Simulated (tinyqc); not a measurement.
Worked calculation: coupled-perturbed Hartree-Fock on RHF in the sto-3g basis, for HF, spin multiplicity 1. One step of it, computed by the program tinyqc.

Question. Response to a field: uncoupled start. Field along z; U_ai = -mu_ai / (e_a - e_i), alpha = -4 sum U_ai mu_ai.

orbital energies (hartree): MO1 -25.903281, MO2 -1.460533, MO3 -0.574399, MO4 -0.463174, MO5 -0.463174, MO6 0.592270

dipole integrals <a|z|i> (bohr):
```
           i1        i2        i3        i4        i5
a6  -0.044051  0.082315  0.944763  0.000000  0.000000
```

Give: uncoupled U; uncoupled polarisability.

Answer.

uncoupled U:
```
       i1      i2      i3     i4     i5
a6  0.002  -0.040  -0.810  0.000  0.000
```

uncoupled polarisability = 3.074 bohr^3
